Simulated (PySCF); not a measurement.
**Cost against result**

Saddle point of SiNH$_{7}$O, closed shell (SiNH₅ ([NH2][SiH3]) + H₂O → SiH₄O ([OH][SiH3]) + NH₃; bonds formed: Si1–O7, N2–H6; bonds broken: Si1–N2, H6–O7), PBE0-D4/def2-TZVP structure:

```tsv
atom	x (Å)	y (Å)	z (Å)
Si1	-0.7704	0.0544	-0.3830
N2	0.4600	-0.7187	0.8112
H3	-1.7721	-1.0869	-0.3071
H4	-1.5917	1.1499	0.1841
H5	-0.4596	-0.0321	-1.8388
H6	1.0988	0.2522	0.4602
O7	0.8195	1.2957	-0.2187
H8	0.1483	-0.7419	1.7749
H9	0.7741	-1.6449	0.5506
H10	1.2931	1.4722	-1.0333
```

Barriers are electronic and count from the start structure reached by relaxing down the imaginary mode.

Program: PySCF 2.14 with density fitting (its default auxiliary sets; JK sets also for MP2 and CCSD(T)). Basis: as named in each row. Cores are frozen in the correlated methods. B3LYP uses VWN-RPA correlation. Extrapolation: Hartree–Fock as exp(−7.88 √X), correlation as X^−2.97.

Times are rough, for one single point on 4 threads of a shared host (Arm Neoverse V1).

The estimate by CCSD(T) at an estimated basis limit (MP2 extrapolated from triple and quadruple zeta, plus CCSD(T) − MP2 in triple zeta) is 1.160 eV.

| method | basis | time (s) | barrier (eV) | method less estimate |
| --- | --- | --- | --- | --- |
| HF | STO-3G | under 1 | 1.790 | 0.630 |
| B3LYP-D4 | 6-31G | 3 | 0.706 | -0.454 |
| PBE0-D4 | def2-SVP | 4 | 0.859 | -0.301 |
| PBE-D4 | def2-SVP | 4 | 0.699 | -0.461 |
| MP2 | def2-QZVPP | 4 | 1.103 | -0.057 |
| SPW92 | def2-TZVPP | 10 | 0.554 | -0.606 |
| PBE0-D4 | def2-TZVPP | 11 | 1.009 | -0.151 |
| B3LYP-D4 | def2-TZVPP | 11 | 1.135 | -0.025 |
| BHLYP-D4 | def2-TZVPP | 11 | 1.270 | 0.110 |
| CCSD(T) | def2-SVP | 12 | 1.140 | -0.020 |
| PBE-D4 | def2-TZVPP | 12 | 0.886 | -0.274 |
| r2SCAN-D4 | def2-TZVPP | 28 | 0.964 | -0.196 |
| wB97M-V | def2-TZVPP | 180 | 1.074 | -0.086 |
| CCSD(T) | def2-TZVPP | 370 | 1.160 | 0.000 |

All methods are single points on the PBE0-D4 structures.

T1 diagnostic: at most 0.011.

The step is the kind of ligand exchange by which a precursor binds to a hydroxyl group, or is hydrolysed, in atomic layer deposition of oxides.

Labels in which every atom is bracketed show which atoms are joined, not bond orders.
